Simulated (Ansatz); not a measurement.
**Al–AlH–Cl, triplet in cc-pVDZ: errors against UCCSDT(Q)**

Geometry: displaced at random from a stationary point.

```xyz
4

Al   -0.0176   -0.4067    2.2580
Al   -0.0184    0.8053    0.0232
Cl    0.0295   -0.3710   -1.7327
H    -0.0733    2.3791   -0.1194
```

Basis cc-pVDZ; Ansatz 0.2.0. Only valence electrons are correlated (noble-gas cores frozen), which leaves 14 electrons in 44 orbitals. R marks a restricted (for open shells ROHF) determinant, U an unrestricted one.

Full CI isn't at hand for all of this; UCCSDT(Q) serves as the reference, and is uncertain by about the last step of the cluster series. The frozen core follows each run's orbitals, which can shift R against U totals by a few meV.

For open shells CISD is restricted-active-space CI with the open shells as a complete middle space.

```
UHF ⟨S²⟩                          : 2.017
T1 diagnostic (RCCSD)             : 0.0326
largest doubles amplitude (RCCSD) : 0.080
T1 diagnostic (UCCSD)             : 0.0237
```

Question: From what is known of these methods and the diagnostics, rank them by the size of their error in total energy against UCCSDT(Q) in cc-pVDZ, smallest first (an estimate: the text doesn't fix the numbers).
A. RHF
B. RMP2
C. CISD
D. RCCSDT(Q)
E. UCCSD(T)

Answer: D (0.03 mEh), E (1.99 mEh), C (36.23 mEh), B (46.06 mEh), A (270.64 mEh).

All errors are against UCCSDT(Q) in cc-pVDZ. Within each family the higher level lies nearer, as is usual though not guaranteed.
